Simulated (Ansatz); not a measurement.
Worked example: correlation energy of HCl⁺, quartet

Geometry: that of the HCl⁺, doublet, kept fixed. The doublet lies 8.4 eV lower here.

| atom | x (Å) | y (Å) | z (Å) |
| --- | --- | --- | --- |
| Cl | 0.0000 | 0.0000 | 0.0000 |
| H | 0.0000 | 0.0000 | 1.3212 |

Basis cc-pVDZ; Ansatz 0.2.0. Only valence electrons are correlated (noble-gas cores frozen), which leaves 7 electrons in 18 orbitals. Prefix R: restricted or restricted open-shell reference; prefix U: unrestricted.

Full CI is exact within this basis and frozen core; it isn't the basis-set limit. The frozen core follows each run's orbitals, which can shift R against U totals by a few meV.

UCCSD has a T1 diagnostic of 0.009 and a largest doubles amplitude of 0.05.

Runs differ by some tens of microhartree through their thresholds and, for an open shell, their frozen cores, so the step to full CI, which has another core, is uncertain by up to 0.1 kcal/mol.

```json
{"level": "UHF", "total energy (hartree)": "-459.374512"}
{"level": "UMP2", "total energy (hartree)": "-459.473329"}
{"level": "UCCSD", "total energy (hartree)": "-459.495036"}
{"level": "UCCSD(T)", "total energy (hartree)": "-459.496570"}
{"level": "UCCSDT", "total energy (hartree)": "-459.496880"}
{"level": "UCCSDT(Q)", "total energy (hartree)": "-459.496983"}
{"level": "UCCSDTQ", "total energy (hartree)": "-459.497002"}
{"level": "full CI", "total energy (hartree)": "-459.496975"}
```

Task: What is the correlation energy at full CI, and what share of it do UMP2 and UCCSD recover?

Result: E(corr) = -459.496975 − (-459.374512) = -0.122463 hartree = -3.332 eV. UMP2: -0.098817 / -0.122463 = 80.69 %. UCCSD: -0.120524 / -0.122463 = 98.42 %.

Task: By how many kcal/mol does UCCSD(T) miss full CI (1 hartree = 627.509 kcal/mol), and which steps make up the rest?

Result: -459.496570 − (-459.496975) = 0.000405 hartree = 0.25 kcal/mol. Steps: UCCSDT − UCCSD(T) = -0.19, UCCSDT(Q) − UCCSDT = -0.06, UCCSDTQ − UCCSDT(Q) = -0.01, full CI − UCCSDTQ = 0.02 kcal/mol. That is within 1 kcal/mol of the reference in this basis, which itself misses far more of the correlation at the basis-set limit.
